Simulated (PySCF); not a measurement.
System (SMILES): C (CH4).
Geometry (B3LYP-D3(BJ)/def2-TZVP, fixed):
```xyz
5

C      0.0000     0.0000     0.0000
H      0.6205     0.6269     0.6390
H     -0.6429    -0.6249     0.6185
H      0.6369    -0.6328    -0.6166
H     -0.6146     0.6308    -0.6409
```
Charge 0, spin multiplicity 1.

Basis-set convergence of the isotropic shielding of H2 at HF with PySCF. GIAO, no density fitting; atoms are numbered in the order shown. All functions are spherical. No added dispersion term, no relativity. Reference: the value in pcseg-3, 31.43 ppm, itself unsure by roughly 0.03 ppm (its distance from pcSseg-2). Deviations are taken from unrounded values.

| basis | functions | isotropic shielding of H2 (ppm) |
|---|---|---|
| 6-31G* | 22 | 32.21 |
| 6-31+G* | 26 | 32.19 |
| cc-pVDZ | 34 | 31.54 |
| aug-cc-pVDZ | 59 | 31.61 |
| def2-SVP | 34 | 31.62 |
| def2-SVPD | 52 | 31.65 |
| pcseg-1 | 34 | 31.53 |
| aug-pcseg-1 | 59 | 31.53 |
| 6-311G** | 42 | 31.77 |
| 6-311+G** | 46 | 31.76 |
| def2-TZVP | 55 | 31.74 |
| def2-TZVPD | 73 | 31.74 |
| cc-pVTZ | 86 | 31.52 |
| aug-cc-pVTZ | 138 | 31.52 |
| pcseg-2 | 86 | 31.51 |
| aug-pcseg-2 | 138 | 31.50 |
| def2-TZVPP | 87 | 31.50 |
| def2-TZVPPD | 105 | 31.50 |
| def2-QZVPP | 177 | 31.47 |
| def2-QZVPPD | 195 | 31.47 |

What the diffuse functions change, pair by pair:
- 6-31G* to 6-31+G*: 4 more functions, deviation 0.79 to 0.77 ppm
- cc-pVDZ to aug-cc-pVDZ: 25 more functions, deviation 0.11 to 0.19 ppm
- def2-SVP to def2-SVPD: 18 more functions, deviation 0.19 to 0.23 ppm
- pcseg-1 to aug-pcseg-1: 25 more functions, deviation 0.11 to 0.10 ppm
- 6-311G** to 6-311+G**: 4 more functions, deviation 0.34 to 0.33 ppm
- def2-TZVP to def2-TZVPD: 18 more functions, deviation 0.31 to 0.31 ppm
- cc-pVTZ to aug-cc-pVTZ: 52 more functions, deviation 0.09 to 0.09 ppm
- pcseg-2 to aug-pcseg-2: 52 more functions, deviation 0.08 to 0.08 ppm
- def2-TZVPP to def2-TZVPPD: 18 more functions, deviation 0.08 to 0.08 ppm
- def2-QZVPP to def2-QZVPPD: 18 more functions, deviation 0.04 to 0.04 ppm

They bring the value nearer the reference by more than 0.03 ppm in 0 of 10 pairs.
